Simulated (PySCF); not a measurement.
Species: C2H7N2 (charge +1).
SMILES: `[H]/N=C/C[NH3+]`

Method: EOM-IP-CCSD/aug-cc-pVDZ in PySCF, restricted Hartree–Fock reference, 4 core orbitals frozen, non-relativistic, gas phase, PBE0-D3(BJ)/def2-SVP geometry.

The vertical ionisation energies are 16.00, 17.28, 19.26 eV.

Q: Which Hartree–Fock orbital leads each hole, and what is its Koopmans value −ε?

A: 
```
leading hole (HF orbital)  Koopmans (eV)  EOM-IP-CCSD (eV)  change (eV)  one-hole share
                     HOMO          17.36             16.00        -1.36            0.95
                   HOMO-1          17.46             17.28        -0.18            0.95
                   HOMO-2          20.47             19.26        -1.21            0.96
```

Q: Does the order of the lines follow the orbital energies?

A: Yes, no two lines change places. The corrections run from -1.36 to -0.18 eV, with a mean of -0.92 eV over the 3 lines; no line lies above its Koopmans value.

Q: At what kinetic energies would He II light (40.81 eV) eject these electrons?

A: 24.81 eV (HOMO), 23.53 eV (HOMO-1), 21.55 eV (HOMO-2).

One root was sought for each valence orbital with −ε under 21 eV, eight at most, so deeper holes and satellites are missing; no vibrational structure.

Conformer computed: `[H]/[N:1]=[CH:2]/[CH2:3][NH3+:4]`: N1–C2–C3–N4 0°.

One conformer stands for the species.
